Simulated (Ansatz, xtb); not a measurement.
**Two isomers of CH4AlMg**

We compare X, `[CH3][Al][MgH]`, a doublet, with Y, `[Mg][CH2][AlH2]`, a doublet. Both are isolated molecules in the gas phase, relaxed with B3LYP/6-31G*; the shapes shown needn't be the lowest conformers.

X (Å):

```
atom    x (Å)    y (Å)    z (Å)
   C   1.0198  -0.5187   0.7226
  Al   0.1205   1.1734   0.1627
  Mg  -1.5985   1.6083  -1.9610
   H  -2.6714   2.3098  -3.1243
   H   0.2772  -1.2994   0.9423
   H   1.6503  -0.3987   1.6115
   H   1.6543  -0.9074  -0.0872
```

Y (Å):

```yaml
atoms:
  - { symbol: C, position_ang: [-0.5063, -0.9418, -0.2973] }
  - { symbol: Al, position_ang: [0.9054, 0.3439, -0.1098] }
  - { symbol: Mg, position_ang: [-0.3779, -2.6050, 1.0602] }
  - { symbol: H, position_ang: [-0.5301, -1.4757, -1.2584] }
  - { symbol: H, position_ang: [2.2833, 0.1590, -0.8965] }
  - { symbol: H, position_ang: [0.7795, 1.5407, 0.9407] }
  - { symbol: H, position_ang: [-1.5133, -0.5708, -0.0568] }
```

**Question.** Estimate which is lower in electronic energy at CCSD(T)/def2-SVP + ΔMP2/def2-TZVPP, and by roughly how much.

**Answer.** The CCSD(T)/def2-SVP + ΔMP2/def2-TZVPP calculation puts structure Y lower, by 9.6 kcal/mol.

The same difference at several levels:

```csv
level,geometry,E(Y) − E(X) (kcal/mol),departure from the last row (kcal/mol),"job, with rough time for the two"
B3LYP/6-31G*,B3LYP/6-31G*,−6.6,+3.0,"optimisation, 2.2 min"
HF/def2-SVP,B3LYP/6-31G*,−8.1,+1.5,part of the CCSD(T) run
MP2/def2-SVP,B3LYP/6-31G*,−12.2,−2.6,part of the CCSD(T) run
CCSD(T)/def2-SVP,B3LYP/6-31G*,−8.1,+1.6,single point
CCSD(T)/def2-SVP + ΔMP2/def2-TZVPP,B3LYP/6-31G*,−9.6,,"single point, 36 s"
```

As drawn, Y has 1 C–Mg, 2 Al–H in place of 1 Al–Mg, 1 C–H, 1 Mg–H.

The levels shown agree on the order. The largest departure from CCSD(T)/def2-SVP + ΔMP2/def2-TZVPP is that of B3LYP/6-31G*, 3.0 kcal/mol. Levels run at GFN2-xTB geometries aren't shown. The last row adds to CCSD(T) the change of the MP2 difference between the two basis sets, here −1.6 kcal/mol.

With harmonic frequencies from B3LYP/6-31G* (ideal gas, rigid rotor, one conformer each, 298.15 K, 1 atm): on the last row, ΔE + ΔZPE = −11.1, ΔH = −11.7, ΔG = −10.1 kcal/mol.

Open shells are spin-unrestricted. The correlated steps freeze 7 core orbitals; the last core shell of Mg is correlated, in a basis made for valence electrons. Run with Ansatz 0.2.0; the last row on 1 thread of Arm Neoverse V1 on a shared host.
